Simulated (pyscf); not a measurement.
O=W(OH)(F)(F)–F (SMILES [O]=[W]([OH])([F])([F])[F]) + NH₃ (SMILES N) → H₂N–W(OH)(OH)(F)(F)–F (SMILES [NH2][W]([OH])([OH])([F])([F])[F]) (addition across a multiple bond or ene-type step; singlet surface; H–N broken, H–O, N–W formed). Optimised with ωB97X-D3(BJ)/def2-SVP in PySCF. Energies in kJ/mol from the separated reactants.

```json
[
 {"level": "PBE/def2-TZVP", "barrier": "___", "reaction energy": "___"},
 {"level": "r²SCAN/def2-TZVP", "barrier": "87.3", "reaction energy": "-11.9"},
 {"level": "B3LYP-D3(BJ)/def2-TZVP", "barrier": "100.0", "reaction energy": "-5.2"},
 {"level": "PBE0-D3(BJ)/def2-TZVP", "barrier": "___", "reaction energy": "-8.4"},
 {"level": "ωB97M-D3(BJ)/def2-TZVP", "barrier": "105.2", "reaction energy": "+1.7"},
 {"level": "HF/def2-TZVP", "barrier": "160.0", "reaction energy": "+18.2"}
]
```

**Question.** Some entries are withheld; supply them.

**Answer.** 
- PBE/def2-TZVP, barrier: 92.9
- PBE/def2-TZVP, reaction energy: +4.0
- PBE0-D3(BJ)/def2-TZVP, barrier: 91.3

The functionals in the table span 17.9 kJ/mol in this barrier, from r²SCAN to ωB97M-D3(BJ)/def2-TZVP. On the reactant side the descent ends in an adduct with a N–W contact (not fully relaxed), 99.6 kJ/mol under the separated species and 194.2 kJ/mol under the saddle at ωB97X-D3(BJ)/def2-TZVP. On the product side the descent ends in a point that may be a rotor saddle (no frequency run), 14.3 kJ/mol over the lowest minimum found and 89.8 kJ/mol under the saddle at ωB97X-D3(BJ)/def2-TZVP. What is counted as formed (N–W) is already present as a longer contact in the reactant adduct; forming that adduct is a step of its own. At ωB97X-D3(BJ)/def2-TZVP the barrier from the zero used here is 94.7 kJ/mol. This is the saddle that the search found; another between the same sides may lie lower. Elements past Kr carry the def2 core potentials, without spin-orbit coupling.
